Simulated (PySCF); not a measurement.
C4H5O (charge -1).
Atom-mapped SMILES: `[CH2:1]=[CH:2]/[CH:3]=[CH:4]\[O-:5]` (hydrogens: H6, H7 on C1; H8 on C2; H9 on C3; H10 on C4)

Structure used (PBE0-D3(BJ)/def2-SVP), in Å, numbered top down from 1:
```xyz
10
C4H5O angstrom
C     -2.200    0.932   -0.289
C     -1.001    0.365    0.024
C      0.318    0.870   -0.142
C      1.460    0.141    0.239
O      1.545   -0.989    0.750
H     -2.263    1.929   -0.743
H     -3.145    0.413   -0.099
H     -1.014   -0.638    0.477
H      0.469    1.863   -0.584
H      2.425    0.707    0.028
```

Method: PBE0-D3(BJ)/def2-SVP geometry optimisation, gas phase in PySCF.

Take the most abundant isotopes and a rigid rotor. The values belong to one conformer with, in the numbering `[CH2:1]=[CH:2]/[CH:3]=[CH:4]\[O-:5]`, C1–C2–C3–C4 180°.

Q: What are A, B and C (cm⁻¹)?

A: Ia = 25.68, Ib = 183.91, Ic = 209.59 u·Å²; 505379 MHz·u·Å²/I gives 19679, 2748 and 2411 MHz, that is A = 0.65643, B = 0.09166, C = 0.08043 cm⁻¹.

Q: What kind of rotor is it?

A: A near-prolate asymmetric top; Ray's κ = -0.961.

Q: What does the inertial defect say?

A: Planar: Δ = Ic − Ia − Ib = 0.00 u·Å². For a rigid frame Δ = −2 Σ m c², so it vanishes when all atoms lie in the ab plane; here none is more than 0.01 Å from it.

Q: List the rotational levels J(Ka,Kc) to J = 5 (K).

A: Above 0(0,0), as E/k:
J = 1: 1(0,1) 0.248, 1(1,1) 1.060, 1(1,0) 1.076
J = 2: 2(0,2) 0.743, 2(1,2) 1.539, 2(1,1) 1.588, 2(2,1) 4.025, 2(2,0) 4.026
J = 3: 3(0,3) 1.484, 3(1,3) 2.258, 3(1,2) 2.355, 3(2,2) 4.768, 3(2,1) 4.769, 3(3,1) 8.872, 3(3,0) 8.872
J = 4: 4(0,4) 2.472, 4(1,4) 3.215, 4(1,3) 3.377, 4(2,3) 5.758, 4(2,2) 5.762, 4(3,2) 9.863, 4(3,1) 9.863, 4(4,1) 15.607, 4(4,0) 15.607
J = 5: 5(0,5) 3.706, 5(1,5) 4.412, 5(1,4) 4.654, 5(2,4) 6.996, 5(2,3) 7.004, 5(3,3) 11.101, 5(3,2) 11.101, 5(4,2) 16.845, 5(4,1) 16.845, 5(5,1) 24.231, 5(5,0) 24.231

Q: Which types of transition are allowed, and where do some lines up to J = 5 fall?

A: The dipole components (about the centre of mass, as the species is charged) are |μa| = 1.07 D, |μb| = 0.80 D, |μc| = 0.00 D; the mirror of this Cs structure is the ab plane, so μc vanishes by symmetry and there are no c-type lines. Intensities carry the squares of the components, which stand as 1.00 : 0.56 (a : b). Some lines, for components of 0.1 D or more:

```json
{"type": "b", "branch": "Q", "J(Ka,Kc)": "2(1,1) ← 2(0,2)", "MHz": "17610", "lower level (cm⁻¹)": "0.516"}
{"type": "b", "branch": "Q", "J(Ka,Kc)": "4(1,3) ← 4(0,4)", "MHz": "18844", "lower level (cm⁻¹)": "1.718"}
{"type": "a", "branch": "R", "J(Ka,Kc)": "5(0,5) ← 4(0,4)", "MHz": "25697", "lower level (cm⁻¹)": "1.718"}
{"type": "b", "branch": "R", "J(Ka,Kc)": "2(1,2) ← 1(0,1)", "MHz": "26913", "lower level (cm⁻¹)": "0.172"}
{"type": "b", "branch": "Q", "J(Ka,Kc)": "3(2,1) ← 3(1,2)", "MHz": "50316", "lower level (cm⁻¹)": "1.637"}
{"type": "b", "branch": "Q", "J(Ka,Kc)": "5(2,4) ← 5(1,5)", "MHz": "53843", "lower level (cm⁻¹)": "3.066"}
{"type": "b", "branch": "R", "J(Ka,Kc)": "2(2,0) ← 1(1,1)", "MHz": "61790", "lower level (cm⁻¹)": "0.737"}
{"type": "b", "branch": "R", "J(Ka,Kc)": "5(2,3) ← 4(1,4)", "MHz": "78950", "lower level (cm⁻¹)": "2.235"}
{"type": "b", "branch": "R", "J(Ka,Kc)": "4(3,1) ← 3(2,2)", "MHz": "106148", "lower level (cm⁻¹)": "3.314"}
{"type": "b", "branch": "Q", "J(Ka,Kc)": "5(5,0) ← 5(4,1)", "MHz": "153886", "lower level (cm⁻¹)": "11.708"}
```

Q: Estimate the classical rotational partition function at 50 K, 298.15 K and 500 K.

A: Point group Cs, symmetry number σ = 1; q = (√π/σ)·√((kT/h)³/(ABC)), k/h = 20836.6 MHz/K: 5220 at 50 K, 76000 at 298.15 K, 165000 at 500 K.

Not checked by PBE0-D3(BJ)/def2-SVP frequencies. The geometry's basis has no diffuse functions, a weakness for an anion. These are rigid-rotor constants of the computed structure; measured ground-state constants (B0) also hold zero-point vibration.
